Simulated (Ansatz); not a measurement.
Task: harmonic frequencies at the relaxed geometry of C₃H₂N, SMILES C=[C]C#N, with the Python package of Ansatz (0.2.0). Give the script and its output. Use (for the species named): B3LYP, cc-pVDZ basis, multiplicity 2.

The script reads `c3h2n.xyz`:
```text
6

C    -1.00700   -0.01540    0.01240
C     0.09800   -0.70620    0.26270
C     1.39820   -0.13370    0.04060
N     2.44480    0.32670   -0.13800
H    -0.96180    0.99880   -0.36610
H    -1.97220   -0.47020    0.18840
```

Script `run_freq.py`:
```python
"""Vibrations of C3H2N."""

import ansatz
from ase import Atoms
from ase.thermochemistry import IdealGasThermo
import numpy as np


def main() -> None:
    geometry = ansatz.Crystal.molecule_from_extxyz("c3h2n.xyz")

    calculation = geometry.calculation().basis(gaussian="cc-pVDZ").functional("b3lyp").spin("collinear", total=1)
    symbols = [site.symbol for site in geometry.cartesian_sites]
    start = np.array([site.position_ang for site in geometry.cartesian_sites], dtype=float)
    data = calculation.relax(force_tolerance=0.003, max_steps=100).run(threads=1).report
    end = np.array(data["positions_ang"])

    print("final positions (A) and the move of each atom")
    for symbol, xyz, old in zip(symbols, end, start):
        print(f"{symbol:2s} {xyz[0]:10.5f} {xyz[1]:10.5f} {xyz[2]:10.5f}   {np.linalg.norm(xyz - old):7.4f}")

    # frequencies need a stationary point, so they are taken at the relaxed geometry
    minimum = ansatz.Crystal.molecule()
    for symbol, xyz in zip(symbols, end):
        minimum = minimum.atom(symbol, xyz.tolist())
    vibrating = (
        minimum.calculation()
        .basis(gaussian="cc-pVDZ")
        .functional("b3lyp")
        .spin("collinear", total=1)
        .phonons(temperatures=(100, 500, 100))
    )
    vib = vibrating.run(threads=1).report["vibrations"]
    sums = vib["harmonic_sums"]
    modes = [m["omega_inv_cm"] for m in sums["modes_at_gamma"] if m["rigid_motion"] == "no"]
    for number, w in enumerate(modes, start=1):
        print(f"mode {number:2d} {w:9.1f} 1/cm {w / 8065.544 * 1000:8.2f} meV")
    print("imaginary modes:", sum(w < 0 for w in modes), " zero-point energy:", round(sums["zero_point_energy_ev"], 4), "eV")
    # rigid rotor and ideal gas, symmetry number taken as one
    gas = IdealGasThermo(vib_energies=[w / 8065.544 for w in modes if w > 0], geometry="linear" if len(modes) == 3 * len(symbols) - 5 else "nonlinear",
                         atoms=Atoms(symbols, positions=end), symmetrynumber=1, spin=0.5)
    print(f"H(298 K) - E = {gas.get_enthalpy(298.15, verbose=False):.4f} eV")
    print(f"S(298 K, 1 bar) = {96485.33 * gas.get_entropy(298.15, 1e5, verbose=False):.1f} J/(mol K) with symmetry number 1")


if __name__ == "__main__":
    main()
```

```console
$ python run_freq.py
final positions (A) and the move of each atom
C    -1.09850    0.05372   -0.01274    0.1174
C     0.18555   -0.19722    0.07241    0.5504
C     1.52625   -0.10020    0.02730    0.1330
N     2.71061   -0.08666    0.01427    0.5145
H    -1.47367    1.02324   -0.37161    0.5125
H    -1.85024   -0.69288    0.27037    0.2668
mode  1      84.8 1/cm    10.52 meV
mode  2     250.8 1/cm    31.10 meV
mode  3     417.2 1/cm    51.72 meV
mode  4     572.9 1/cm    71.03 meV
mode  5     885.6 1/cm   109.81 meV
mode  6     905.9 1/cm   112.32 meV
mode  7     952.3 1/cm   118.07 meV
mode  8    1405.0 1/cm   174.19 meV
mode  9    1827.8 1/cm   226.62 meV
mode 10    2110.0 1/cm   261.61 meV
mode 11    3072.8 1/cm   380.97 meV
mode 12    3159.7 1/cm   391.75 meV
imaginary modes: 0  zero-point energy: 0.9699 eV
H(298 K) - E = 1.1238 eV
S(298 K, 1 bar) = 286.0 J/(mol K) with symmetry number 1
```

Reading the output:
- The frequencies are harmonic and unscaled, in a modest basis. The result belongs to the one conformer reached from this start, and soft torsions count as harmonic oscillators.
- The species is open-shell (spin multiplicity 2).
- b3lyp holds the VWN-RPA fit, as in Gaussian; the form of ORCA and Turbomole is b3lyp5.
- The entropy takes a symmetry number of 1; a symmetric molecule's is lower by R ln(sigma).
- Run time: 110 s on 1 thread of Intel(R) Xeon(R) Platinum 8375C CPU @ 2.90GHz (Ice Lake) (shared host), peak memory 0.27 GiB.

(A comment or docstring line of the script was reworded after the run, the code is as it ran; lines on the test bed's own set-up are left out of the output.)
